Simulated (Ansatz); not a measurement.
```yaml
crystal:
  periodic: [false, false, false]
  atoms:
    - {symbol: C, position_ang: [-1.002179, 0.760577, -0.970400]}
    - {symbol: Si, position_ang: [-0.239649, -0.676415, -0.056445]}
    - {symbol: Si, position_ang: [1.350056, -0.014031, 1.499252]}
    - {symbol: H, position_ang: [-1.778883, 0.430273, -1.672092]}
    - {symbol: H, position_ang: [-0.240022, 1.314423, -1.454930]}
    - {symbol: H, position_ang: [-1.462268, 1.469179, -0.243098]}
    - {symbol: H, position_ang: [0.340575, -1.609230, -1.019423]}
    - {symbol: H, position_ang: [-1.258521, -1.446689, 0.637901]}
    - {symbol: H, position_ang: [1.968596, -1.070428, 2.400028]}
    - {symbol: H, position_ang: [2.454388, 0.866997, 0.878152]}
basis:
  gaussian: {orbitals: 6-31G}
magnetization: {spin_polarized: true, initial_magnetization: 4}
hamiltonian: {xc: {name: wB97M-V}}
output: {forces: true}
```

```sh
$ ansatz run in.yaml --threads 4 --pin off --events-out ev --progress --plain --max-ram 10444MiB
```

Shortened log:

```
Error: a molecule whose nuclei and cores have a total charge of 41 cannot have a net charge of 0 together with 4 unpaired electrons
```

**Question.** What is wrong with this run?

**Answer.** The number of unpaired electrons doesn't fit the electron count. The input was rejected before any iteration.
